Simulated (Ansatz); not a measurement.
Input for Ansatz (development build ahead of 0.2.0):

```yaml
crystal:
  periodic: [false, false, false]
  atoms:
    - { symbol: B, position_ang: [-0.00891, -0.00443, -0.00097] }
    - { symbol: H, position_ang: [0.71852, 0.72751, 0.73066] }
    - { symbol: H, position_ang: [0.72644, -0.72503, -0.73207] }
    - { symbol: H, position_ang: [-0.73036, 0.72714, -0.72818] }
    - { symbol: H, position_ang: [-0.72564, -0.73251, 0.72399] }
basis:
  gaussian: { orbitals: STO-3G }
total_charge: -1
hamiltonian:
  xc: hf
correlation:
  method: mp2
  frozen_orbitals: { B: 1, H: 0 }
```

The input is written out in the form of the current development build from the run's settings.

The run gave:

| Quantity | Value |
| --- | --- |
| Converged | yes |
| Reference energy | -26.53909 hartree |
| Correlation energy | -0.04918 hartree |
| Total energy | -26.58827 hartree |
| Spin squared of the determinant | 0.000 |

Caution: no diffuse functions for an anion.
